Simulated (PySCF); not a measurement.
CHCl3, charge +1, multiplicity 2. Atoms are numbered in the order given.

```xyz
5

Cl    -1.4705     0.8490    -0.0585
C      0.0000     0.0000     0.2620
Cl     0.0000    -1.6980    -0.0585
Cl     1.4705     0.8490    -0.0585
H      0.0000     0.0000     1.4120
```
Charge +1, spin multiplicity 2.

The structure is a stationary point at PBE0-D3(BJ)/def2-SVP. The multiplicity is an assumed one; other spin states were not compared.

These are PBE/def2-TZVPD in PySCF values and carry that method's errors.

Mulliken values depend strongly on the basis, most of all with diffuse functions as here. ESP charges are fitted to the potential on shells at 1.4 to 2.0 van der Waals radii. Atomic charges (e):

| atom | Mulliken | ESP fit | meta-Löwdin | Mulliken spin |
|---|---|---|---|---|
| Cl1 | 0.12 | 0.34 | 0.28 | 0.28 |
| C2 | 0.40 | -0.34 | -0.11 | -0.03 |
| Cl3 | 0.12 | 0.35 | 0.28 | 0.28 |
| Cl4 | 0.12 | 0.34 | 0.28 | 0.28 |
| H5 | 0.24 | 0.30 | 0.28 | 0.18 |
